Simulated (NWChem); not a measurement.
Molecule: BCl3; SMILES ClB(Cl)Cl

```xyz
4

B      0.0000     0.0000     0.0000
Cl     0.8762     1.5057     0.0000
Cl     0.8659    -1.5116     0.0000
Cl    -1.7420     0.0059     0.0000
```
Atoms are numbered in this order, from 1.

The geometry was optimised at PBE0/def2-SVP.

List the 4 lowest vertical singlet excitations from Hartree-Fock/aug-cc-pVDZ, CIS (NWChem).


| state | energy (eV) | oscillator strength | leading excitation (squared amplitude) |
|---|---|---|---|
| S1 | 7.60 | 0.000 | HOMO → LUMO+4 (0.96) |
| S2 | 8.32 | 0.000 | HOMO−3 → LUMO+4 (0.77) |
| S3 | 8.32 | 0.000 | HOMO−4 → LUMO+4 (0.77) |
| S4 | 8.81 | 0.178 | HOMO−2 → LUMO+4 (0.91) |
